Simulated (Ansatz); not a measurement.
C2H5NO2, SMILES `COC(=N)O`, one more setting.

```yaml
crystal:
  periodic: [false, false, false]
  atoms:
    - {symbol: C, position_ang: [-1.444620, -0.401451, -0.026834]}
    - {symbol: O, position_ang: [-0.461645, 0.509206, -0.660676]}
    - {symbol: C, position_ang: [0.856743, 0.429155, -0.190257]}
    - {symbol: N, position_ang: [1.393313, -0.340035, 0.748697]}
    - {symbol: O, position_ang: [1.624775, 1.357480, -0.905627]}
    - {symbol: H, position_ang: [-2.444983, -0.190751, -0.535987]}
    - {symbol: H, position_ang: [-1.538467, -0.191381, 1.098640]}
    - {symbol: H, position_ang: [-1.157331, -1.501326, -0.192267]}
    - {symbol: H, position_ang: [0.694019, -0.995306, 1.207246]}
    - {symbol: H, position_ang: [2.565349, 1.270754, -0.539890]}
basis:
  gaussian: {orbitals: def2-TZVPP}
hamiltonian: {xc: {name: wB97}}
```

```sh
$ ansatz run in.yaml --threads 4 --pin off --events-out ev --progress --plain --max-ram 10444MiB
```

Shortened log:

```
Functional definition: wB97
1112 factors; their error is unknown
339 factors; integrals over basis functions are off by at most 2.6e-5 eV
mean field evaluation 1: about -7734.7665 eV, gradient 5.7e1 eV
mean field evaluation 2: about -7735.4499 eV, gradient 5.7e1 eV
mean field evaluation 4: about -7740.6065 eV, gradient 2.2e0 eV
mean field evaluation 8: about -7740.6224 eV, gradient 7.2e-2 eV
mean field evaluation 16: about -7740.5963 eV, gradient 2.0e-4 eV
mean field -7740.59632804 eV, -284.4616682910 hartree, gradient 5.7e-5 eV, S^2 0.000000; 0 other end points of the search recorded, 0 dependent functions left out
reference -7740.59631880 eV, -284.4616679512 hartree; 20, 20 occupied and 205, 205 virtual orbitals, 1112 factors
Total energy: -7740.59631880 eV, -284.4616679512 hartree
```

Hardware: 4 threads of an Arm Neoverse V2 on a shared host. Wall time 3.6 s, peak host memory 0.44 GiB.
